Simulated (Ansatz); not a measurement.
C axis length (Å) of solids drawn from the class of elemental solids other than molecular ones, at two levels: LDA in Ansatz (plane waves, PAW), and PBEsol in Ansatz (plane waves, PAW).

```tsv
solid	LDA	PBEsol
hcp Tl	5.428	5.507
hcp Hf	4.945	?
double-hcp La	11.522	11.724
hcp Co	3.919	3.969
hcp Y	5.514	5.590
hcp Cd	5.497	?
hcp Tc	4.332	4.359
white tin (β-Sn)	3.126	3.154
hcp Re	4.416	4.442
```

**Question.** Estimate the withheld PBEsol values from the other rows.

**Answer.** One way: carry over the typical ratio. The ratios PBEsol / LDA of the other rows, in order: 1.0059, 1.0062, 1.0090, 1.0128, 1.0138, 1.0146, 1.0175; median 1.0128. hcp Hf: 4.945 × 1.0128 = 5.008 Å; the run gives 5.001 Å. hcp Cd: 5.497 × 1.0128 = 5.567 Å; the run gives 5.578 Å. The ratios spread from 1.0059 to 1.0175, so such an estimate is rough.

Over all 9 rows PBEsol is the larger in 9.

Ansatz's runs of these crystals have no spin polarisation, but for hcp Co.

Density-functional runs with spin start from parallel moments for hcp Co.

Spin–orbit coupling is left out, also for the solids with elements from indium on (hcp Tl, hcp Hf, double-hcp La, white tin (β-Sn), hcp Re); its size isn't shown.

Ansatz's density-functional and Hartree–Fock values are scalar-relativistic unless marked +SOC, with PAW data made under PBE.

Ansatz is a first-principles code.
